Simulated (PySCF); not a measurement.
From results back to the method.

Compound: C3H10NP.
Atom-mapped SMILES: `[CH3:1][P:2]([CH3:3])([CH3:4])=[NH:5]` (hydrogens: H6, H7, H8 on C1; H9, H10, H11 on C3; H12, H13, H14 on C4; H15 on N5)

The closed-shell ground state was solved 6 times with PySCF (density fitting, gas phase), always with PBE0, in these basis sets: IGLO-III, aug-cc-pVDZ, cc-pVDZ, cc-pVTZ, pcSseg-0 and pcSseg-2. Isolated species at its PBE0-D3(BJ)/def2-SVP geometry, gas phase.

```tsv
row	total energy (Eh)	HOMO (eV)	LUMO (eV)	dipole (D)
P	-516.0904	-5.64	1.34	3.28
Q	-515.2296	-5.69	1.51	3.55
R	-516.1133	-6.03	-0.33	3.77
S	-516.1963	-6.12	0.19	3.72
T	-516.1812	-5.97	0.74	3.51
U	-516.1937	-6.10	0.33	3.68
```

Which basis belongs to which row?

P = cc-pVDZ, Q = pcSseg-0, R = aug-cc-pVDZ, S = pcSseg-2, T = cc-pVTZ, U = IGLO-III. From the lowest total energy up: pcSseg-2 (327 functions) 0 eV; IGLO-III (284 functions) +0.07 eV; cc-pVTZ (294 functions) +0.41 eV; aug-cc-pVDZ (209 functions) +2.26 eV; cc-pVDZ (124 functions) +2.88 eV; pcSseg-0 (69 functions) +26.30 eV.
